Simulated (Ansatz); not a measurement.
Two shapes of singlet NaH2O(+).

Shape 1:

```xyz
4

Na    0.0000    0.0000   -1.0981
O     0.0000    0.0000    1.0893
H     0.0000    0.7637    1.6822
H     0.0000   -0.7637    1.6822
```

Shape 2:

```xyz
4

Na    0.0000    0.0000   -1.0102
O     0.0000    0.0000    1.0022
H     0.0000    0.7026    1.5477
H     0.0000   -0.7026    1.5477
```

Basis set: cc-pVDZ (spherical functions). Left uncorrelated: 2 orbitals. Charge 1, multiplicity 1.

Computed with Ansatz (development build ahead of 0.2.0); each method stands on the lowest determinant of its kind that the runs found.

(1) Which shape is lower in energy, and by how much in each method?

Results:

(1)

```tsv
method	E(2) − E(1) (eV)
RHF	0.368
RHF-MP2	0.522
```

Shape 1 is lower.
